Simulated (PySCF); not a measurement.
Gas-phase reaction: 2 SiCl3F ⇌ SiCl2F2 + 2 Cl + SiCl2

Energies from PySCF, thermal terms from the rigid-rotor harmonic-oscillator model, ideal gas at 1 bar. † marks an energy on the PBE0/def2-TZVP geometry and frequencies; other levels use their own. 6-31G* has spherical d functions here. Open shells (unrestricted): Cl (multiplicity 2); the rest are closed-shell singlets. Spin-orbit splitting is ignored; it lowers the true energy and changes the entropy of Cl. B3LYP is the form with VWN-RPA correlation.

PBE/def2-TZVP† gives ΔH°(298 K) = 727 kJ.

Task: What do B3LYP/def2-TZVP†, PBE0/def2-SVP†, B3LYP/6-31G* give?

Result: B3LYP/def2-TZVP†: 681 kJ; PBE0/def2-SVP†: 722 kJ; B3LYP/6-31G*: 656 kJ. For scale, ΔH°(298 K) is 727 kJ at this level, 741 kJ at ωB97M-V/def2-TZVP†, and runs from 537 to 842 kJ over the 20 levels computed.
